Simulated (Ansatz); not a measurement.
Correlation energies of AlH$_{5}$Si, SMILES `[AlH2][SiH3]` by basis set

```xyz
7

Al    0.9136   -0.1367   -1.0627
Si   -0.6645    0.0912    0.8063
H     2.3517   -0.7809   -0.8617
H     0.4940    0.3705   -2.5088
H    -1.0358    1.5226    1.0077
H    -1.9298   -0.6466    0.5199
H    -0.1292   -0.4201    2.0992
```

Total charge 0; spin multiplicity 1. The geometry is a stationary point of PBE0-D4/def2-TZVP. Frozen core, restricted reference, Ansatz 0.2.0. CBS rows extrapolate triple and quadruple zeta.

| basis | HF (Eh) | MP2 corr. |
| --- | --- | --- |
| def2-SVP | -533.56303 | -0.17236 |
| def2-TZVPP | -533.75097 | -0.21477 |
| def2-QZVPP | -533.76719 | -0.23001 |
| cc-pV(D+d)Z | -533.73988 | -0.17401 |
| cc-pV(T+d)Z | -533.76055 | -0.21424 |
| cc-pV(Q+d)Z | -533.76655 | -0.22936 |

Q: Estimate the CCSD correlation energy and the (T) correction in each basis where they were run (hartree).

A: 
```tsv
basis	CCSD corr.	(T)
def2-SVP	-0.21662	-0.00450
def2-TZVPP	-0.25979	-0.00705
def2-QZVPP	-0.27134	-0.00787
CBS(def2)	-0.27990	-0.00848
cc-pV(D+d)Z	-0.22046	-0.00465
cc-pV(T+d)Z	-0.25927	-0.00702
cc-pV(Q+d)Z	-0.27085	-0.00783
CBS(cc)	-0.27910	-0.00841
```
